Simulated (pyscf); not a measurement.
H₂N–SiH(Cl)–Cl + HF → H₂N–Si(F)(Cl)–Cl + H₂, a four-centre exchange (singlet surface; H–Si, F–H broken, F–Si, H–H formed). Structures and frequencies: ωB97X-D3(BJ)/def2-SVP in PySCF. Energies in kcal/mol from the separated reactants.

Small-basis levels: PySCF, no dispersion term, spherical d functions. AM1 to PM7: differences of heats of formation from MOPAC, which are fitted to 298 K values and so differ in kind from electronic energies by zero-point and thermal terms. Cost: rough CPU time at the saddle relative to B3LYP/6-31G*, from one job on a shared machine.

| level | barrier | reaction energy | cost |
|---|---|---|---|
| HF/STO-3G | 74.8 | -17.0 | 0.05 |
| MP2/6-31G* | (withheld) | -42.4 | 0.2 |
| SVWN5/6-31G* | (withheld) | -41.2 | 1 |
| BP86/6-31G* | 15.1 | -39.2 | 2 |
| B3LYP/STO-3G | 27.6 | -32.4 | 0.6 |
| B3LYP/3-21G | 9.8 | -47.8 | 0.7 |
| AM1 | 74.2 | -30.7 | under 0.02 |
| ωB97M-D3(BJ)/def2-TZVP | (withheld) | -31.4 | – |

Q: Fill in the missing entries.

A: 
- MP2/6-31G*, barrier: 26.1
- SVWN5/6-31G*, barrier: 0.5
- ωB97M-D3(BJ)/def2-TZVP, barrier: 25.0

Against the last row the barrier runs from -24.5 (SVWN5/6-31G*) to +49.8 kcal/mol (HF/STO-3G). ωB97M-D3(BJ)/def2-TZVP has limits of its own. The same reactants have a lower exit, to NH₃ + F–SiH(Cl)–Cl (barrier +6.7 kcal/mol at ωB97M-D3(BJ)/def2-TZVP, against +25.0 kcal/mol here). This is the saddle that the search found; another between the same sides may lie lower.
